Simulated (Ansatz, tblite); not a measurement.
**The cluster Al2S2: competing shapes**

Aim: relax the candidate shapes of the cluster Al2S2 that a cheap search turned up, and see how the levels of theory order them.

The runs use Ansatz 0.2.0, Gaussian basis; relaxed with PBE0-D4/def2-TZVP, singlet.

## Step 1: Where the work starts

4 atoms, charge 0, spin multiplicity 1.

Atoms are counted from 1 here; the program's logs count them from 0.

Bond lengths: Al1–S3 2.231 Å, Al2–S3 2.223 Å, Al2–S4 2.059 Å. Angles: S3–Al2–S4 167.4°, Al1–S3–Al2 74.7°.

A search from random starts with GFN2-xTB found 4 distinct shapes; 2 go on here. The structure above is candidate A, which lies 0.00 eV above the lowest at that level; B lies 2.15 eV above the lowest at that level.

## Step 2: Relaxing candidate A

The input, in.yaml:

```yaml
crystal:
  periodic: [false, false, false]
  atoms:
    - {symbol: Al, position_ang: [1.719390, 0.951470, -0.703370]}
    - {symbol: Al, position_ang: [-0.577680, -0.157610, 0.191590]}
    - {symbol: S, position_ang: [1.395520, -1.154720, -0.043250]}
    - {symbol: S, position_ang: [-2.537230, 0.360860, 0.555020]}
basis:
  gaussian: {orbitals: def2-TZVP}
hamiltonian: {xc: pbe0, dispersion: d4}
scf: {lower_state_search: "off"}
output: {orbitals: {seedname: orbitals}}
relax: {f_tol: 0.02, max_steps: 100}
```

Command:

```sh
ansatz run in.yaml --threads 2 --pin off --events-out ev --progress --plain --max-ram 4352MiB
```

The program printed, shortened:

```text
Functional definition: PBE0
  name "PBE0"
  cite "Adamo & Barone, J. Chem. Phys. 110, 6158 (1999) doi:10.1063/1.478522"
  cite "Perdew, Burke & Ernzerhof, Phys. Rev. Lett. 77, 3865 (1996) doi:10.1103/PhysRevLett.77.3865"
  parent pbe
[...]
1100 factors; their error is unknown
[...]
mean field -34854.07897465 eV, -1280.8637773750 hartree, gradient 2.4e-6 eV, S^2 0.000000; 0 other end points of the search recorded, 0 dependent functions left out
[...]
reference -34854.07899968 eV, -1280.8637782950 hartree; 29, 29 occupied and 119, 119 virtual orbitals, 1100 factors
relax step   1: F+E_penalty+E_count = -34854.21514200 eV  Δ(F+E_penalty+E_count) = +0.000e0 eV  max|allowed force component| = 1.155e0 eV/Å  Δτ_max = 0.0000 Å  (18 SCF iters, accepted)
[...]
relax step   6: F+E_penalty+E_count = -34854.55719736 eV  Δ(F+E_penalty+E_count) = -1.397e-3 eV  max|allowed force component| = 3.879e-2 eV/Å  Δτ_max = 0.0257 Å  (22 SCF iters, accepted)
[...]
relax step   7: F+E_penalty+E_count = -34854.55778676 eV  Δ(F+E_penalty+E_count) = -5.894e-4 eV  max|allowed force component| = 4.002e-3 eV/Å  Δτ_max = 0.0283 Å  (21 SCF iters, accepted)
Total energy: -34854.55781229 eV, -1280.8813743338 hartree
Atom 0 at     2.067654     1.020778    -0.812032 Å, force     0.004002     0.000656    -0.001211 eV/Å
Atom 1 at    -0.745405    -0.384895     0.297367 Å, force    -0.002990     0.001790     0.000275 eV/Å
Atom 2 at     1.267432    -0.984853    -0.056943 Å, force     0.002279    -0.001170    -0.000264 eV/Å
Atom 3 at    -2.589680     0.348970     0.571597 Å, force    -0.003290    -0.001276     0.001200 eV/Å
Dipole moment:     0.993840    -0.032583    -0.247098 e Å
Checks for a lower state left out: stability, starts, cluster_reference, orbital_swaps, neighbouring_geometries, increment
```

It took 15 s on 2 threads of Arm Neoverse V2, shared host.

Step by step:

| step | energy from step 1 (eV) | largest force component (eV/Å) |
| --- | --- | --- |
| 1 | 0.0000 | 1.1554 |
| 2 | -0.1857 | 0.6455 |
| 3 | -0.3375 | 0.1093 |
| 4 | -0.3401 | 0.0391 |
| 5 | -0.3407 | 0.0911 |
| 6 | -0.3421 | 0.0388 |
| 7 | -0.3426 | 0.0040 |

Close pairs (by a distance rule), those that changed most:

| bond | before (Å) | after (Å) | change (Å) |
| --- | --- | --- | --- |
| Al1–Al2 | 2.703 | 3.335 | +0.631 |
| Al2–S3 | 2.223 | 2.130 | -0.093 |
| Al1–S3 | 2.231 | 2.288 | +0.057 |
| Al2–S4 | 2.059 | 2.004 | -0.056 |

## Step 3: Relaxing candidate B

The input, in.yaml:

```yaml
crystal:
  periodic: [false, false, false]
  atoms:
    - {symbol: Al, position_ang: [-1.100950, -0.753660, -1.090180]}
    - {symbol: Al, position_ang: [0.474130, 1.555690, 0.563500]}
    - {symbol: S, position_ang: [-0.519890, -0.467000, 1.157820]}
    - {symbol: S, position_ang: [1.146720, -0.335040, -0.631140]}
basis:
  gaussian: {orbitals: def2-TZVP}
hamiltonian: {xc: pbe0, dispersion: d4}
scf: {lower_state_search: "off"}
output: {orbitals: {seedname: orbitals}}
relax: {f_tol: 0.02, max_steps: 100}
```

Launched as before.

The program printed, shortened:

```text
Functional definition: PBE0
  name "PBE0"
  cite "Adamo & Barone, J. Chem. Phys. 110, 6158 (1999) doi:10.1063/1.478522"
  cite "Perdew, Burke & Ernzerhof, Phys. Rev. Lett. 77, 3865 (1996) doi:10.1103/PhysRevLett.77.3865"
  parent pbe
[...]
1100 factors; their error is unknown
[...]
mean field -34852.83157166 eV, -1280.8179361609 hartree, gradient 7.9e-6 eV, S^2 0.000000; 0 other end points of the search recorded, 0 dependent functions left out
[...]
reference -34852.83159575 eV, -1280.8179370460 hartree; 29, 29 occupied and 119, 119 virtual orbitals, 1100 factors
relax step   1: F+E_penalty+E_count = -34853.01860843 eV  Δ(F+E_penalty+E_count) = +0.000e0 eV  max|allowed force component| = 1.964e0 eV/Å  Δτ_max = 0.0000 Å  (19 SCF iters, accepted)
[...]
relax step   3: F+E_penalty+E_count = -34853.82642150 eV  Δ(F+E_penalty+E_count) = -3.635e-3 eV  max|allowed force component| = 3.096e-2 eV/Å  Δτ_max = 0.0236 Å  (22 SCF iters, accepted)
[...]
relax step   4: F+E_penalty+E_count = -34853.82713890 eV  Δ(F+E_penalty+E_count) = -7.174e-4 eV  max|allowed force component| = 1.227e-3 eV/Å  Δτ_max = 0.0227 Å  (21 SCF iters, accepted)
Total energy: -34853.82716381 eV, -1280.8545234976 hartree
Atom 0 at    -1.213301    -0.922601    -1.205458 Å, force    -0.000160     0.000536    -0.000233 eV/Å
Atom 1 at     0.590542     1.720597     0.683581 Å, force    -0.000144     0.000087    -0.000699 eV/Å
Atom 2 at    -0.410909    -0.457666     1.032922 Å, force     0.000855    -0.000649    -0.000295 eV/Å
Atom 3 at     1.033678    -0.340339    -0.511045 Å, force    -0.000551     0.000026     0.001227 eV/Å
Dipole moment:    -0.068145     0.087311    -0.057024 e Å
Checks for a lower state left out: stability, starts, cluster_reference, orbital_swaps, neighbouring_geometries, increment
```

Wall time 8.5 s (2 threads of Arm Neoverse V2, shared host).

The steps of the relaxation:

| step | energy from step 1 (eV) | largest force component (eV/Å) |
| --- | --- | --- |
| 1 | 0.0000 | 1.9638 |
| 2 | -0.8042 | 0.1372 |
| 3 | -0.8078 | 0.0310 |
| 4 | -0.8085 | 0.0012 |

Distances of close pairs at the start and the end, largest changes first:

| bond | before (Å) | after (Å) | change (Å) |
| --- | --- | --- | --- |
| S3–S4 | 2.449 | 2.118 | -0.331 |
| Al2–S3 | 2.331 | 2.423 | +0.092 |
| Al1–S4 | 2.332 | 2.423 | +0.091 |
| Al2–S4 | 2.335 | 2.423 | +0.088 |
| Al1–S3 | 2.340 | 2.423 | +0.083 |

## Step 4: The relaxed candidates

| candidate | point group | bonds (count, mean Å) | energy above the lowest (kcal/mol) |
| --- | --- | --- | --- |
| A | Cs | Al–S 3, 2.14 | 0.0 |
| B | C2v | Al–S 4, 2.42; S–S 1, 2.12 | 16.8 |

## Step 5: Candidate B, GFN1-xTB

Tight binding, by tblite at 300 K electronic temperature and without a spin-polarisation term:

```python
tblite.interface.Calculator('GFN1-xTB', numbers, positions, charge=0, uhf=0).singlepoint()
```

Energy -274.6213 eV, HOMO -9.93 eV, LUMO -6.18 eV; 0.004 s.

## Step 6: Candidate B, GFN2-xTB

Tight binding, by tblite at 300 K electronic temperature and without a spin-polarisation term:

```python
tblite.interface.Calculator('GFN2-xTB', numbers, positions, charge=0, uhf=0).singlepoint()
```

Energy -233.6608 eV, HOMO -8.84 eV, LUMO -7.15 eV; 0.004 s.

## Step 7: Candidate B, PBE0-D4/def2-TZVP

start.molden holds the orbitals of an earlier run on this state, given as this run's starting guess.

The input, in.yaml:

```yaml
crystal:
  periodic: [false, false, false]
  atoms:
    - {symbol: Al, position_ang: [-1.213301, -0.922601, -1.205458]}
    - {symbol: Al, position_ang: [0.590542, 1.720597, 0.683581]}
    - {symbol: S, position_ang: [-0.410909, -0.457666, 1.032922]}
    - {symbol: S, position_ang: [1.033678, -0.340339, -0.511045]}
basis:
  gaussian: {orbitals: def2-TZVP, initial_orbitals: start.molden}
hamiltonian: {xc: pbe0, dispersion: d4}
scf: {omitted_lower_state_checks: [starts]}
output: {orbitals: {seedname: orbitals}}
```

The command is unchanged.

The program printed:

```text
Functional definition: PBE0
  name "PBE0"
  cite "Adamo & Barone, J. Chem. Phys. 110, 6158 (1999) doi:10.1063/1.478522"
  cite "Perdew, Burke & Ernzerhof, Phys. Rev. Lett. 77, 3865 (1996) doi:10.1103/PhysRevLett.77.3865"
  parent pbe
  parameter a = 0.25
  parameter kappa = 0.804
  parameter beta = 0.06672455060314922
  exchange = (1 - a)*pbe_x(kappa = kappa, mu = beta*pi^2/3) + a*exact_x
  correlation = pbe_c(beta = beta)
these checks for a lower state are left out or cut short: starts
1100 factors; their error is unknown
mean field evaluation 1: about -34853.5693 eV, gradient 1.0e-1 eV
mean field evaluation 2: about -34853.6398 eV, gradient 4.8e-5 eV
mean field -34853.63982783 eV, -1280.8476390270 hartree, gradient 4.8e-5 eV, S^2 0.000000; 0 other end points of the search recorded, 0 dependent functions left out
reference -34853.63985274 eV, -1280.8476399426 hartree; 29, 29 occupied and 119, 119 virtual orbitals, 1100 factors
Total energy: -34853.82716458 eV, -1280.8545235259 hartree
Checks for a lower state left out: starts
```

Run time: 1.4 s. Hardware: 2 threads of Arm Neoverse V2, shared host.

HOMO -6.28 eV, LUMO -2.09 eV.

## Step 8: Candidate B, PBE-D4/def2-TZVP

in.yaml, as its differences from that of step 7:

```diff
@@ -9,4 +9,4 @@
   gaussian: {orbitals: def2-TZVP, initial_orbitals: start.molden}
-hamiltonian: {xc: pbe0, dispersion: d4}
+hamiltonian: {xc: pbe, dispersion: d4}
 scf: {omitted_lower_state_checks: [starts]}
-output: {orbitals: {seedname: orbitals}}
+output: {forces: true, orbitals: {seedname: orbitals}}
```

The command is unchanged.

The program printed, shortened:

```text
Functional definition: PBE
  name "PBE"
  cite "Perdew, Burke & Ernzerhof, Phys. Rev. Lett. 77, 3865 (1996) doi:10.1103/PhysRevLett.77.3865"
  parent pbe
[...]
1040 factors; their error is unknown
[...]
mean field -34850.94997569 eV, -1280.7487887842 hartree, gradient 1.0e-5 eV, S^2 0.000000; 0 other end points of the search recorded, 0 dependent functions left out
[...]
reference -34850.95000905 eV, -1280.7487900104 hartree; 29, 29 occupied and 119, 119 virtual orbitals, 1040 factors
Total energy: -34851.17205897 eV, -1280.7569501943 hartree
Atom 0 at    -1.213301    -0.922601    -1.205458 Å, force    -0.116113    -0.047633    -0.112356 eV/Å
Atom 1 at     0.590542     1.720597     0.683581 Å, force     0.027189     0.161822     0.037146 eV/Å
Atom 2 at    -0.410909    -0.457666     1.032922 Å, force    -0.218336    -0.078873     0.318426 eV/Å
Atom 3 at     1.033678    -0.340339    -0.511045 Å, force     0.307260    -0.035316    -0.243216 eV/Å
Dipole moment:    -0.062728     0.080369    -0.052491 e Å
Checks for a lower state left out: starts
```

Wall time 1.8 s (2 threads of Arm Neoverse V2, shared host).

HOMO -5.42 eV, LUMO -2.77 eV.

## Step 9: Candidate B, r2SCAN-D4/def2-TZVP

in.yaml, as its differences from that of step 8:

```diff
@@ -9,4 +9,4 @@
   gaussian: {orbitals: def2-TZVP, initial_orbitals: start.molden}
-hamiltonian: {xc: pbe, dispersion: d4}
+hamiltonian: {xc: r2scan, dispersion: d4}
 scf: {omitted_lower_state_checks: [starts]}
-output: {forces: true, orbitals: {seedname: orbitals}}
+output: {orbitals: {seedname: orbitals}}
```

The command is unchanged.

The program printed:

```text
Functional definition: r2SCAN
  name "r2SCAN"
  cite "Furness, Kaplan, Ning, Perdew & Sun, J. Phys. Chem. Lett. 11, 8208 (2020) doi:10.1021/acs.jpclett.0c02405"
  cite "Furness, Kaplan, Ning, Perdew & Sun, J. Phys. Chem. Lett. 11, 9248 (2020) doi:10.1021/acs.jpclett.0c03077"
  parent r2scan
  parameter k0 = 0.174
  parameter k1 = 0.065
  parameter a1 = 4.9479
  exchange = r2scan_x(k0 = k0, k1 = k1, a1 = a1)
  correlation = r2scan_c
these checks for a lower state are left out or cut short: starts
1040 factors; their error is unknown
mean field evaluation 1: about -34864.1908 eV, gradient 9.1e0 eV
mean field evaluation 2: about -34864.2305 eV, gradient 8.0e-2 eV
mean field evaluation 4: about -34864.2105 eV, gradient 9.7e-5 eV
mean field -34864.21050769 eV, -1281.2361043470 hartree, gradient 1.8e-5 eV, S^2 0.000000; 0 other end points of the search recorded, 0 dependent functions left out
reference -34864.21051747 eV, -1281.2361047063 hartree; 29, 29 occupied and 119, 119 virtual orbitals, 1040 factors
Total energy: -34864.25152741 eV, -1281.2376117940 hartree
Checks for a lower state left out: starts
```

It took 3.8 s on 2 threads of Arm Neoverse V2, shared host.

Report: HOMO -5.58 eV, LUMO -2.70 eV.

## Step 10: Candidate B, HSE06-D4/def2-TZVP

in.yaml, as its differences from that of step 9:

```diff
@@ -9,3 +9,3 @@
   gaussian: {orbitals: def2-TZVP, initial_orbitals: start.molden}
-hamiltonian: {xc: r2scan, dispersion: d4}
+hamiltonian: {xc: hse06, dispersion: d4}
 scf: {omitted_lower_state_checks: [starts]}
```

The command is unchanged.

The program printed, shortened:

```text
Functional definition: HSE06
  name "HSE06"
  cite "Heyd, Scuseria & Ernzerhof, J. Chem. Phys. 118, 8207 (2003) doi:10.1063/1.1564060"
  cite "Krukau, Vydrov, Izmaylov & Scuseria, J. Chem. Phys. 125, 224106 (2006) doi:10.1063/1.2404663"
  cite "Heyd & Scuseria, J. Chem. Phys. 120, 7274 (2004) doi:10.1063/1.1668634"
  cite "Ernzerhof & Perdew, J. Chem. Phys. 109, 3313 (1998) doi:10.1063/1.476928"
  cite "Perdew, Burke & Ernzerhof, Phys. Rev. Lett. 77, 3865 (1996) doi:10.1103/PhysRevLett.77.3865"
  parent pbe
[...]
  # The whole range is PBE's own exchange, as in plane waves. The composition of these papers is wPBEh.
[...]
1100 factors; their error is unknown
78 factors; integrals over basis functions are off by at most 7.8e-7 eV
[...]
mean field -34852.94547199 eV, -1280.8221219208 hartree, gradient 4.3e-5 eV, S^2 0.000000; 0 other end points of the search recorded, 0 dependent functions left out
reference -34852.94550521 eV, -1280.8221231415 hartree; 29, 29 occupied and 119, 119 virtual orbitals, 1100 factors
Total energy: -34853.12556999 eV, -1280.8287404001 hartree
Checks for a lower state left out: starts
```

Wall time 2.1 s (2 threads of Arm Neoverse V2, shared host).

From the report: HOMO -5.90 eV, LUMO -2.46 eV.

## Step 11: Candidate B, HF/def2-TZVP

in.yaml, as its differences from that of step 10:

```diff
@@ -9,3 +9,3 @@
   gaussian: {orbitals: def2-TZVP, initial_orbitals: start.molden}
-hamiltonian: {xc: hse06, dispersion: d4}
+hamiltonian: {xc: hf}
 scf: {omitted_lower_state_checks: [starts]}
```

Launched as before.

The program printed:

```text
Functional definition: HF
  name "HF"
  cite "Fock, Z. Phys. 61, 126 (1930) doi:10.1007/BF01340294"
  parent pbe
  exchange = exact_x
  correlation = 0
these checks for a lower state are left out or cut short: starts
1278 factors; their error is unknown
mean field evaluation 1: about -34802.1397 eV, gradient 3.7e1 eV
mean field evaluation 2: about -34802.8432 eV, gradient 1.1e0 eV
mean field evaluation 4: about -34803.1846 eV, gradient 3.7e-1 eV
mean field -34803.18467217 eV, -1278.9934462563 hartree, gradient 8.6e-5 eV, S^2 0.000000; 0 other end points of the search recorded, 0 dependent functions left out
reference -34803.18467217 eV, -1278.9934462563 hartree; 29, 29 occupied and 119, 119 virtual orbitals, 1278 factors
Total energy: -34803.18467217 eV, -1278.9934462563 hartree
Checks for a lower state left out: starts
```

It took 1.1 s on 2 threads of Arm Neoverse V2, shared host.

From the report: HOMO -8.09 eV, LUMO 0.55 eV.

## Step 12: Candidate B, CCSD(T)/def2-TZVPP

in.yaml, as its differences from that of step 11:

```diff
@@ -8,4 +8,4 @@
 basis:
-  gaussian: {orbitals: def2-TZVP, initial_orbitals: start.molden}
-hamiltonian: {xc: hf}
+  gaussian: {orbitals: def2-TZVPP, initial_orbitals: start.molden}
+correlation: {method: ccsd_t}
 scf: {omitted_lower_state_checks: [starts]}
```

The command is unchanged.

The program printed, shortened:

```text
Functional definition: HF
  name "HF"
  cite "Fock, Z. Phys. 61, 126 (1930) doi:10.1007/BF01340294"
  parent pbe
[...]
1009 factors; integrals over basis functions are off by at most 6.7e-4 eV
[...]
mean field -34803.19754956 eV, -1278.9939194916 hartree, gradient 2.0e-6 eV, S^2 0.000000; 0 other end points of the search recorded, 0 dependent functions left out; unrestricted orbitals would lower it
20 core orbitals not correlated: weight in the atoms' cores, before any rotation towards them, 1.000 or more for the frozen orbitals, at most 0.000 for the correlated occupied ones
reference -34803.19754956 eV, -1278.9939194916 hartree; 9, 9 occupied and 139, 139 virtual orbitals, 1009 factors
second order -12.72810697 eV of doubles, -0.00000000 eV of singles
cycle   1  -13.13943566 eV  change   -4.1e-1 eV  update   1.2e-1
[...]
cycle  11  -13.70737375 eV  change   -1.4e-5 eV  update   1.5e-5
perturbative correction -0.83394642 eV, -0.0306469657 hartree
Total energy: -34817.73886972 eV, -1279.5283031513 hartree
Checks for a lower state left out: starts
```

Wall time 14 s (2 threads of Arm Neoverse V2, shared host); peak memory 1.1 GiB.

Report: Hartree-Fock HOMO -8.10 eV, LUMO 0.55 eV; T1 0.017. Doubts: restricted state is unstable towards broken spin symmetry.

## Step 13: B against A

The energies of A at these levels come from its own runs, whose logs aren't repeated here.

Differences are taken before rounding.

| method | B above A (kcal/mol) | from CCSD(T)/def2-TZVPP (kcal/mol) | time |
| --- | --- | --- | --- |
| GFN1-xTB | 1.0 | -19.7 | 0.007 s |
| GFN2-xTB | 37.7 | +17.0 | 0.009 s |
| HF/def2-TZVP | 29.6 | +9.0 | 2.2 s |
| HF/def2-TZVPP | 29.6 | +8.9 |  |
| PBE-D4/def2-TZVP | 14.9 | -5.7 | 3.1 s |
| r2SCAN-D4/def2-TZVP | 21.8 | +1.1 | 7.1 s |
| PBE0-D4/def2-TZVP | 16.8 | -3.8 | 4 s |
| HSE06-D4/def2-TZVP | 16.8 | -3.9 | 4.3 s |
| MP2/def2-TZVPP | 21.2 | +0.5 |  |
| CCSD/def2-TZVPP | 22.0 | +1.3 |  |
| CCSD(T)/def2-TZVPP | 20.7 | 0 | 20 s |

Among the levels timed on like hardware and quicker than the yardstick, those that no quicker one beats, quickest first: GFN1-xTB (0.007 s, -19.7 kcal/mol); GFN2-xTB (0.009 s, +17.0 kcal/mol); HF/def2-TZVP (2.2 s, +9.0 kcal/mol); PBE-D4/def2-TZVP (3.1 s, -5.7 kcal/mol); PBE0-D4/def2-TZVP (4 s, -3.8 kcal/mol); r2SCAN-D4/def2-TZVP (7.1 s, +1.1 kcal/mol).

Times add the two runs; a level without a time comes out of a correlated run. The closed-shell reference under CCSD(T)/def2-TZVPP is unstable towards broken spin symmetry, which adds to the doubt on it.

## Step 14: Summary of results

| quantity | value |
| --- | --- |
| B above A, CCSD(T)/def2-TZVPP | +20.7 kcal/mol |
| levels that put B lower | none |

What this shows: All levels free of doubt put A (Cs) below B (C2v), by 1.0 to 37.7 kcal/mol. CCSD(T)/def2-TZVPP isn't at the basis-set limit; small misses against it rank nothing. The search was small, so a lower isomer may exist. Only singlets are compared; another spin may lie lower and prefer another shape.
